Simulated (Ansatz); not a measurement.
# CH2AlN: taking an electron away

One table from this session's results is given with a row withheld; the runs are named, their logs left out.

Method: unrestricted cation, the program's frozen cores in correlated methods; program: Ansatz 0.2.0, Gaussian basis.

The runs, in order: UKS PBE-D4/def2-TZVPP; UKS r2SCAN-D4/def2-TZVPP; UKS PBE0-D4/def2-TZVPP; UKS B3LYP-D4/def2-TZVPP; UKS wB97X-V/def2-TZVPP; UKS wB97M-V/def2-TZVPP; UKS B2PLYP/def2-TZVPP; UHF-CCSD(T)/def2-TZVPP; UHF-MP2/def2-QZVPP; extrapolation to the limit; then −ε(HOMO) from the neutral's earlier runs with LDA (SPW92), PBE-D4, revPBE-D4, BLYP-D4, r2SCAN-D4, B97M-V, PBE0-D4, B3LYP-D4, r2SCANh-D4, r2SCAN0-D4, HSE06-D4, BHLYP-D4, CAM-B3LYP-D4, LC-ωPBE, ωB97X-V, ωB97M-V.

## The relaxed structure

All runs share one geometry, relaxed beforehand with PBE0-D4 in a triple-zeta def2 set.

SMILES `N#[C][AlH2]`, 5 atoms, charge 0, spin multiplicity 1.

Atoms are counted from 1 here; the program's logs count them from 0.

Bond lengths: N1–C2 1.154 Å, C2–Al3 1.938 Å, Al3–H4 1.572 Å, Al3–H5 1.572 Å. Angles: N1–C2–Al3 180.0°, C2–Al3–H4 117.0°, C2–Al3–H5 117.0°, H4–Al3–H5 126.1°.

The first run:

Input file in.yaml:

```yaml
crystal:
  periodic: [false, false, false]
  atoms:
    - {symbol: N, position_ang: [1.382347, -1.346021, 1.394164]}
    - {symbol: C, position_ang: [0.714170, -0.697950, 0.711820]}
    - {symbol: Al, position_ang: [-0.407215, 0.389972, -0.434569]}
    - {symbol: H, position_ang: [-1.629710, -0.322860, -1.120219]}
    - {symbol: H, position_ang: [-0.009693, 1.903159, -0.592597]}
basis:
  gaussian: {orbitals: def2-TZVPP}
total_charge: 1
magnetization: {spin_polarized: true, initial_magnetization: 1}
hamiltonian: {xc: pbe, dispersion: d4}
```

Steps of the session up to this table: Cation, UKS PBE-D4/def2-TZVPP; Cation, UKS r2SCAN-D4/def2-TZVPP; Cation, UKS PBE0-D4/def2-TZVPP; Cation, UKS B3LYP-D4/def2-TZVPP; Cation, UKS wB97X-V/def2-TZVPP; Cation, UKS wB97M-V/def2-TZVPP; Cation, UKS B2PLYP (frozen core)/def2-TZVPP; Cation, UHF-CCSD(T)/def2-TZVPP; Cation, UHF-MP2/def2-QZVPP.

One table of the session follows, with a row left open; its other results are not shown here.

It belongs to the step «Ionisation energies side by side». For comparison, −ε(HOMO) of the neutral from earlier runs:

```
  functional  −ε(HOMO) (eV)
 LDA (SPW92)              ?
      PBE-D4           7.95
   revPBE-D4           7.91
     BLYP-D4           7.85
   r2SCAN-D4           8.26
      B97M-V           8.30
     PBE0-D4           9.24
    B3LYP-D4           9.05
  r2SCANh-D4           8.74
  r2SCAN0-D4           9.45
    HSE06-D4           8.84
    BHLYP-D4          10.47
CAM-B3LYP-D4          10.67
     LC-ωPBE          12.08
     ωB97X-V          11.69
     ωB97M-V          11.47
```

**Question.** Estimate the row for LDA (SPW92).

The run gave: −ε(HOMO) (eV): 8.02. In the column «−ε(HOMO) (eV)» it lies between PBE-D4 (7.95) and r2SCAN-D4 (8.26).

Caveats from the session: The cation may have settled in a state other than its lowest; no search over hole states beyond the program's own was made.
